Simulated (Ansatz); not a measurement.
We consider 2H MoTe2, described by r²SCAN+rVV10 in Ansatz (PAW).

Settings: plane-wave cutoff 600 eV, 12×12×4 k mesh (along the axes of the cell as run), no spin polarisation, scalar-relativistic PAW data made under PBE.

Computed at the level's own relaxed cell.

```yaml
crystal:
  lattice:
    - [3.54192, 0.00000, 0.00000]
    - [-1.77096, 3.06739, 0.00000]
    - [0.00000, 0.00000, 14.17913]
  atoms:
    - { symbol: Te, position: [0.66667, 0.33333, 0.37656] }
    - { symbol: Te, position: [0.33333, 0.66667, 0.87656] }
    - { symbol: Te, position: [0.33333, 0.66667, 0.62344] }
    - { symbol: Te, position: [0.66667, 0.33333, 0.12344] }
    - { symbol: Mo, position: [0.66667, 0.33333, 0.75000] }
    - { symbol: Mo, position: [0.33333, 0.66667, 0.25000] }
```

Task: Give the elastic tensor (Voigt notation, GPa, ions relaxed, in the Cartesian axes of the cell as printed).

Result: 
```
  128.6    32.5    11.4     0.0     0.0     0.0
   32.5   128.6    11.4     0.0     0.0     0.0
   11.4    11.4    43.3     0.0     0.0     0.0
    0.0     0.0     0.0    18.3     0.0     0.0
    0.0     0.0     0.0     0.0    18.3     0.0
    0.0     0.0     0.0     0.0     0.0    48.0
```

The computed numbers hold no vibrational or temperature effects.

Ansatz is a first-principles code.
